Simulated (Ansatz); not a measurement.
## Energy profile

The step: Si₂H₆O ([OH][SiH2][SiH3]) → Si₂H₄ ([SiH][SiH3]) + H₂O (still joined by a long Si–O bond); bonds formed: O2–H3; bonds broken: Si1–H3; bonds weakened to dative contacts: Si1–O2 (atoms numbered as in the saddle structure below).

```json
{"atom": "Si1", "x (Å)": "-0.7560", "y (Å)": "-0.6892", "z (Å)": "-0.1349"}
{"atom": "O2", "x (Å)": "0.7593", "y (Å)": "-1.7311", "z (Å)": "0.3833"}
{"atom": "H3", "x (Å)": "-0.0900", "y (Å)": "-2.1414", "z (Å)": "-0.4585"}
{"atom": "H4", "x (Å)": "-1.5004", "y (Å)": "-0.5654", "z (Å)": "1.1642"}
{"atom": "Si5", "x (Å)": "0.1083", "y (Å)": "1.4656", "z (Å)": "-0.4842"}
{"atom": "H6", "x (Å)": "0.6235", "y (Å)": "-2.1794", "z (Å)": "1.2285"}
{"atom": "H7", "x (Å)": "-1.0250", "y (Å)": "2.4014", "z (Å)": "-0.7295"}
{"atom": "H8", "x (Å)": "0.8754", "y (Å)": "1.9436", "z (Å)": "0.7015"}
{"atom": "H9", "x (Å)": "1.0047", "y (Å)": "1.4959", "z (Å)": "-1.6704"}
```

Electronic energies by CCSD(T) at an estimated basis limit (MP2 extrapolated from triple and quadruple zeta, plus CCSD(T) − MP2 in triple zeta), on PBE0-D4/def2-TZVP structures; Si2H6O, closed shell; no counterpoise correction. Program: Ansatz 0.2.0. Basis: def2-TZVPP and def2-QZVPP. Cores are frozen in the correlated methods. Extrapolation: Hartree–Fock as exp(−7.88 √X), correlation as X^−2.97.

Q: Give the profile in kcal/mol, counted from the start structure. (An estimate is asked for; the value comes from the calculation.)

A: Computed:
```json
{"point": "start structure", "kcal/mol": "0.00"}
{"point": "saddle", "kcal/mol": "79.68"}
{"point": "end structure", "kcal/mol": "56.00"}
{"point": "separated: Si2H4 (linked as [SiH][SiH3]; Si1, H4, Si5, H7, H8, H9; singlet) + H2O (O2, H3, H6; singlet)", "kcal/mol": "72.90"}
```

T1 diagnostic: at most 0.016. The restricted Hartree–Fock reference is unstable towards an unrestricted one at one or more of these structures.

Losses and insertions of silylenes and their heavier kin drive the gas-phase chemistry of silicon and germanium vapour deposition.

For scale, one of the runs: CCSD(T)/def2-TZVPP, 199 basis functions, launched by `ansatz run in.yaml --threads 2 --pin off --events-out ev --progress --plain --max-ram 4352MiB`. Hardware: 2 CPU threads of an Intel Xeon 6975P-C, shared host. Wall time 25 s; peak host memory 2.4 GiB.
